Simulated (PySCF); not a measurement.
Species: C4H6O.
SMILES: `C1=CCOC1`

The calculation used PBE0-D3(BJ)/def2-TZVP geometry optimisation, gas phase in PySCF.

Masses are those of the commonest isotopes; rigid-rotor values at the optimised geometry. 

(1) What are A, B and C (MHz)?

(2) Classify the top.

(3) What does the inertial defect say?

(4) Which types of transition are allowed, and where do some lines up to J = 5 fall?

(5) Estimate the classical rotational partition function at 10 K, 25 K and 298.15 K.

Answers

(1) Ia = 62.30, Ib = 63.11, Ic = 119.09 u·Å²; 505379 MHz·u·Å²/I gives A = 8112, B = 8008, C = 4244 MHz.

(2) A near-oblate asymmetric top; Ray's κ = 0.946.

(3) Not planar: Δ = Ic − Ia − Ib = -6.32 u·Å². For a rigid frame Δ = −2 Σ m c², so Σ m c² = 3.16 u·Å² lies off the ab plane, practically all of it from hydrogen. The atom farthest from that plane is 0.89 Å away.

(4) The dipole components are |μa| = 1.59 D, |μb| = 0.00 D, |μc| = 0.00 D; the symmetry axis of this C2v structure is a, so μb and μc vanish by symmetry and there are no b-type or c-type lines. Some lines, for components of 0.1 D or more:

```tsv
type	branch	J(Ka,Kc)	MHz	lower level (cm⁻¹)
a	Q	5(5,0) ← 5(5,1)	3094	7.965
a	Q	4(4,0) ← 4(4,1)	3321	5.267
a	Q	1(1,0) ← 1(1,1)	3764	0.412
a	Q	4(3,1) ← 4(3,2)	10931	4.868
a	Q	3(2,1) ← 3(2,2)	11137	2.717
a	Q	5(3,2) ← 5(3,3)	19026	6.920
a	Q	3(1,2) ← 3(1,3)	19072	2.081
a	Q	4(1,3) ← 4(1,4)	26710	3.340
a	Q	5(1,4) ← 5(1,5)	34343	4.883
a	R	5(0,5) ← 4(0,4)	46254	3.340
a	R	5(2,4) ← 4(2,3)	53886	4.231
a	R	4(3,1) ← 3(3,0)	60138	3.227
a	R	5(3,3) ← 4(3,2)	61505	4.868
a	R	5(4,2) ← 4(4,1)	68631	5.267
```

(5) Point group C2v, symmetry number σ = 2; q = (√π/σ)·√((kT/h)³/(ABC)), k/h = 20836.6 MHz/K: 161 at 10 K, 635 at 25 K, 26100 at 298.15 K.

PBE0-D3(BJ)/def2-TZVP frequencies: not computed here. These are rigid-rotor constants of the computed structure; measured ground-state constants (B0) also hold zero-point vibration.
